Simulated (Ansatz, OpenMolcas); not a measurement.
**How methods differ on C2H6Si (vinylsilane)**

The species is C2H6Si (9 atoms), meant as a singlet with charge 0. SMILES: `C=C[SiH3]`. The shape is that of a PBE0-D4/def2-TZVP optimisation.

```xyz
9

C    -0.7137    0.8702   -1.0483
C    -0.0713    0.7125    0.1056
Si    0.5606   -0.9320    0.7001
H    -0.9057    0.0330   -1.7139
H    -1.0767    1.8386   -1.3815
H     0.0894    1.5920    0.7276
H     2.0358   -0.8939    0.8938
H     0.2234   -1.9724   -0.3073
H    -0.0532   -1.2943    2.0067
```

Each level gives the energy change with the Si3–H8 bond stretched from 1.487 to 1.933 Å (eV). The values are calculated.

```
                           level                    kind     program  value (eV)  CPU time (all runs)
    B3LYP/6-311+G** (restricted)           global hybrid  OpenMolcas        0.98                 76 s
    BHLYP/6-311+G** (restricted)           global hybrid  OpenMolcas        1.09                 74 s
   M06-2X/6-311+G** (restricted)         hybrid meta-GGA  OpenMolcas        1.05                 94 s
  r2SCAN0/6-311+G** (restricted)         hybrid meta-GGA      Ansatz        1.04                 13 s
CAM-B3LYP/6-311+G** (restricted)  range-separated hybrid      Ansatz        1.03                 10 s
  wB97M-V/6-311+G** (restricted)  range-separated hybrid      Ansatz        1.03                 46 s
  RPA@PBE/6-311+G** (restricted)                     RPA      Ansatz        1.02                 15 s
      MP2/6-311+G** (restricted)     perturbation theory  OpenMolcas        1.10                 24 s
```

The first shape isn't each level's own minimum. The values span 0.98 to 1.10 eV. Times are those of the runs behind each value, whatever else they computed, on shared processors of several kinds: orders of magnitude only.
